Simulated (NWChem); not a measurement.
Program: NWChem. System: H₃P, charge 0, spin multiplicity 1, displaced from the optimised geometry. Level: PBE/cc-pVDZ, spin-restricted.

Part of the output:

```
             Northwest Computational Chemistry Package (NWChem) 7.3.0
             --------------------------------------------------------

                                NWChem Input Module
                                -------------------

 Scaling coordinates for geometry "geometry" by  1.889725989
 (inverse scale =  0.529177249)

                             Geometry "geometry" -> ""
                             -------------------------

 Output coordinates in angstroms (scale by  1.889725989 to convert to a.u.)

  No.       Tag          Charge          X              Y              Z
 ---- ---------------- ---------- -------------- -------------- --------------
    1 P                   15.0000    -0.00335200     0.13023500     0.00000000
    2 H                    1.0000    -1.15862500    -1.46336500     2.07133600
    3 H                    1.0000    -0.58098900    -0.66656500    -1.03566800
    4 H                    1.0000     1.21226300    -0.62039600     0.00000000

 Effective nuclear repulsion energy (a.u.)      14.4699259658

            Nuclear Dipole moment (a.u.)
            ----------------------------
        X                 Y               Z
 ---------------- ---------------- ----------------
    -1.0915643125    -1.5057355574     1.9571287351


 Summary of "ao basis" -> "" (spherical)
 ------------------------------------------------------------------------------
       Tag                 Description            Shells   Functions and Types
 ---------------- ------------------------------  ------  ---------------------
 *                          cc-pvdz                   on all atoms

  pbe96 is a nonlocal functional; adding pw91lda local functional.

                                 NWChem DFT Module
                                 -----------------

 Summary of "ao basis" -> "ao basis" (spherical)
 ------------------------------------------------------------------------------
       Tag                 Description            Shells   Functions and Types
 ---------------- ------------------------------  ------  ---------------------
 P                          cc-pvdz                  8       18   4s3p1d
 H                          cc-pvdz                  3        5   2s1p

 Summary of "ao basis" -> "ao basis" (spherical)
 ------------------------------------------------------------------------------
       Tag                 Description            Shells   Functions and Types
[...]
    14     -0.048983  1 P  d -2              16     -0.034632  1 P  d  0

 Vector    8  Occ=2.000000D+00  E=-2.792505D-01
              MO Center= -7.2D-02,  1.4D-01,  1.2D-01, r^2= 2.0D+00
   Bfn.  Coefficient  Atom+Function         Bfn.  Coefficient  Atom+Function
  ----- ------------  ---------------      ----- ------------  ---------------
     4      0.415550  1 P  s                  9      0.299348  1 P  py
    10      0.231931  1 P  pz                12      0.231924  1 P  py
     3      0.226966  1 P  s                 24     -0.210158  3 H  s
    29     -0.210158  4 H  s                 13      0.182496  1 P  pz
     8     -0.141655  1 P  px                25     -0.130811  3 H  s

 Vector    9  Occ=2.000000D+00  E=-2.318355D-01
              MO Center= -5.9D-01, -6.9D-01,  1.0D+00, r^2= 3.4D+00
   Bfn.  Coefficient  Atom+Function         Bfn.  Coefficient  Atom+Function
  ----- ------------  ---------------      ----- ------------  ---------------
    20      0.371514  2 H  s                 19      0.358041  2 H  s
    12     -0.267459  1 P  py                 9     -0.254245  1 P  py
    13      0.216311  1 P  pz                10      0.190707  1 P  pz
    11     -0.118041  1 P  px                 8     -0.103594  1 P  px
     4     -0.085073  1 P  s                  3     -0.073295  1 P  s

 Vector   10  Occ=0.000000D+00  E=-1.692728D-01
              MO Center= -5.1D-01, -6.0D-01,  9.0D-01, r^2= 3.7D+00
   Bfn.  Coefficient  Atom+Function         Bfn.  Coefficient  Atom+Function
  ----- ------------  ---------------      ----- ------------  ---------------
    20      0.446142  2 H  s                 19      0.369003  2 H  s
    13     -0.333574  1 P  pz                10     -0.304295  1 P  pz
    12      0.259778  1 P  py                 9      0.233788  1 P  py
    11      0.185963  1 P  px                 8      0.169722  1 P  px
     3     -0.075041  1 P  s                  4     -0.033687  1 P  s

 Vector   11  Occ=0.000000D+00  E=-2.068429D-03
              MO Center=  7.1D-02, -5.0D-02, -1.2D-01, r^2= 3.0D+00
   Bfn.  Coefficient  Atom+Function         Bfn.  Coefficient  Atom+Function
  ----- ------------  ---------------      ----- ------------  ---------------
    11      0.900229  1 P  px                25      0.867316  3 H  s
    30     -0.867332  4 H  s                 13      0.519910  1 P  pz
     8      0.308201  1 P  px                24      0.247995  3 H  s
    29     -0.247998  4 H  s                 10      0.177995  1 P  pz
    14      0.108209  1 P  d -2              16      0.072268  1 P  d  0

 Vector   12  Occ=0.000000D+00  E= 1.938473D-02
              MO Center=  2.3D-01, -4.3D-01, -3.8D-01, r^2= 3.7D+00
   Bfn.  Coefficient  Atom+Function         Bfn.  Coefficient  Atom+Function
  ----- ------------  ---------------      ----- ------------  ---------------
     4      1.331698  1 P  s                 25     -1.153504  3 H  s
    30     -1.153489  4 H  s                 12     -0.808534  1 P  py
    13     -0.528587  1 P  pz                11      0.326085  1 P  px
     3      0.222037  1 P  s                  9     -0.221547  1 P  py
    24     -0.162227  3 H  s                 29     -0.162223  4 H  s

 center of mass
 --------------
 x =  -0.03531304 y =   0.07014902 z =   0.05801776

 moments of inertia (a.u.)
 ------------------
          31.587301894670          -4.825041027772           6.402046867283
          -4.825041027772          30.481263512529           8.562852679928
           6.402046867283           8.562852679928          23.694184897157

     Multipole analysis of the density
     ---------------------------------

     L   x y z        total         alpha         beta         nuclear
     -   - - -        -----         -----         ----         -------
     0   0 0 0     -0.000000     -9.000000     -9.000000     18.000000

     1   1 0 0      0.283214      0.687389      0.687389     -1.091564
     1   0 1 0     -0.013452      0.746142      0.746142     -1.505736
     1   0 0 1     -0.489777     -1.223453     -1.223453      1.957129

     2   2 0 0    -11.629464    -11.438641    -11.438641     11.247818
     2   1 1 0     -0.184540     -2.456541     -2.456541      4.728542
     2   1 0 1      0.622587      3.522019      3.522019     -6.421452
     2   0 2 0    -12.732030    -12.124454    -12.124454     11.516877
     2   0 1 1      0.384491      4.371785      4.371785     -8.359078
     2   0 0 2    -12.369780    -15.760772    -15.760772     19.151764

 Task  times  cpu:        2.0s     wall:        2.0s

 Total times  cpu:        2.0s     wall:        2.0s
```

### Question
Write an NWChem input that would produce this output.

### Answer
Several could match; the one computed here: 
```
start mol
memory heap 200 mb stack 900 mb global 1100 mb
geometry units angstroms nocenter noautoz noautosym
  P     -0.003352     0.130235     0.000000
  H     -1.158625    -1.463365     2.071336
  H     -0.580989    -0.666565    -1.035668
  H      1.212263    -0.620396     0.000000
end
basis spherical
  * library cc-pvdz
end
dft
  xc xpbe96 cpbe96
  semidirect memsize 60000000 filesize 0
  iterations 100
end
task dft energy
```
